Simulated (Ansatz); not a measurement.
# Abstraction of F: C4H5F + C3H6F → C4H5 + C3H6F2

Species: C4H5F `CC#CCF`, singlet; C3H6F `[CH2]CCF`, doublet; C4H5 `[CH2]C#CC`, doublet; C3H6F2 (1,3-difluoropropane) `FCCCF`, singlet. A radical takes F: the energy is the difference in strength between two C–F bonds in different surroundings.

Shapes, held fixed at every level: PBE0-D4/def2-TZVP. Flexible molecules stand in one conformer, not always the lowest. Programs: Ansatz 0.2.0. Electronic energies: no zero-point or thermal term.

| level | kind | ΔE (kJ/mol) | CPU time (sum over the molecules) |
| --- | --- | --- | --- |
| HF/def2-TZVPP | Hartree–Fock | -63.0 | – |
| PBE-D4/def2-TZVPP | GGA | -71.4 | 32 s |
| B3LYP-D4/def2-TZVPP | global hybrid | -69.1 | 53 s |
| PBE0-D4/def2-TZVPP | global hybrid | -67.2 | 44 s |
| wB97M-V/def2-TZVPP | range-separated hybrid | -63.8 | 1.7 min |
| wB97X-V/def2-TZVPP | range-separated hybrid | -64.5 | 85 s |
| B2PLYP/def2-TZVPP | double hybrid | -61.3 | 52 s |

B2PLYP/def2-TZVPP gives ΔE = -61.3 kJ/mol; the levels span -71.4 to -61.3. The median of the levels is -64.5. No measured value is set beside it here. Spin contamination: C4H5 (⟨S²⟩ up to 0.94). Open shells run unrestricted. Times are processor times on shared x86 and Arm servers, and rough.
